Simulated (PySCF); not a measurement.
Atom-mapped SMILES (the numbers label the heavy atoms): `[CH2:1]=[C:2]1[C:3]([CH3:4])=[C:5]1[F:6]` (H(Xn): hydrogen on atom n). Ha(C1) is cis to C3; Hb(C1) is trans to C3.

Geometry: GFN2-xTB; GIAO shifts from PySCF 2.14.0 with density-fitted response routines, gas phase, non-relativistic, averaged over equivalent atoms.

At BP86/pcSseg-1 (127 basis functions, of the order of 50 core-seconds):
```csv
atoms,δ (ppm)
C5,162.9
C2,130.2
C3,116.0
C1,58.2
C4,10.0
F6,-142.1
Hb(C1),3.69
Ha(C1),3.56
H(C4),2.13
```

Referencing at the same level of theory: 13C (182.31 ppm) and 1H (31.71 ppm) vs TMS; 19F (137.78 ppm) against CFCl3.

**Question.** Estimate the result of repeating the calculation with PBE0/cc-pVTZ.

**Answer.** 
```
 atoms  δ at PBE0/cc-pVTZ  change
    C5              160.0    -2.9
    C2              130.4    +0.2
    C3              116.3    +0.3
    C1               57.1    -1.1
    C4                9.1    -0.9
    F6             -127.6   +14.5
Hb(C1)               3.55   -0.14
Ha(C1)               3.41   -0.15
 H(C4)               2.05   -0.08
```

Scale: 13C (σ = 189.85 ppm), 1H (σ = 31.75 ppm) vs TMS; 19F (σ = 176.61 ppm) against CFCl3 (reference shieldings calculated alike).

The largest change is at F6 (vinylic fluorine). Cost: 250 basis functions, about 70 core-seconds. The order of the carbon signals is the same at both levels.

Unscaled 19F shifts against computed CFCl3 carry errors that often reach 10 to 50 ppm.
